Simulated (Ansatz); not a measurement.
Cartesian coordinates (Å):
SMILES: O
```xyz
3

O      0.0080     0.4007     0.0000
H      0.7529    -0.2155     0.0000
H     -0.7609    -0.1852     0.0000
```
Charge 0, multiplicity 1.

The numbers are results of frozen-core CCSD(T)/def2-TZVPP // B3LYP-D3(BJ)/def2-SVP (Ansatz, a program for electronic structure), not measurements.

```json
{
  "HF energy": "-76.06157 Ha",
  "MP2 correlation energy": "-0.26183 Ha"
}
```

**Question.** Estimate the CCSD correlation energy, the (T) correction, the total energy and the T1 diagnostic.

**Answer.** 
```json
{
 "CCSD correlation energy": "-0.26765 Ha",
 "(T) correction": "-0.00771 Ha",
 "CCSD(T) total energy": "-76.33693 Ha",
 "T1 diagnostic": "0.008"
}
```
